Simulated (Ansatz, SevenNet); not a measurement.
**Ladder of methods for the bulk modulus B0 of rock-salt SnTe (cubic form, which distorts at low temperature)**

Reference value: 37.8 GPa (measured, temperature not stated, no zero-point or thermal correction; as tabulated in Toher et al. (2017), arXiv:1611.05714).

| level (code) | value (GPa) | cell (Å³/atom) | difference (%) |
|---|---|---|---|
| SevenNet-l3i5 (SevenNet) | 39.0 | 32.96 | +3.2 |
| LDA (Ansatz) | 50.6 | 30.30 | +34 |
| PBE (Ansatz) | 40.0 | 32.92 | +5.8 |
| r²SCAN (Ansatz) | 43.9 | 32.33 | +16.1 |
| HSE06 (Ansatz) | 44.5 | 32.16 | +17.7 |

The reference's temperature isn't stated, so close values are not ranked against it. Off by more than 20 % (a bound picked here): LDA (+34 %).

The reference has no zero-point or thermal correction, while the calculations are for a static lattice, so the differences are not the levels' errors alone. A static lattice is as a rule stiffer than a warm one, by over a tenth in soft solids.  LDA, PBE, r²SCAN, HSE06: symmetry holds this phase in the static calculation, where it need not be a minimum. Each level is taken at its own relaxed cell. Cutoffs and k meshes differ between the levels. Ansatz's density-functional and Hartree–Fock values are scalar-relativistic unless marked +SOC, with PAW data made under PBE.

Machine-learned potentials (SevenNet-l3i5) are trained on DFT data, which may include these solids.

Differences are worked out from the printed values.

Ansatz is an electronic-structure program.
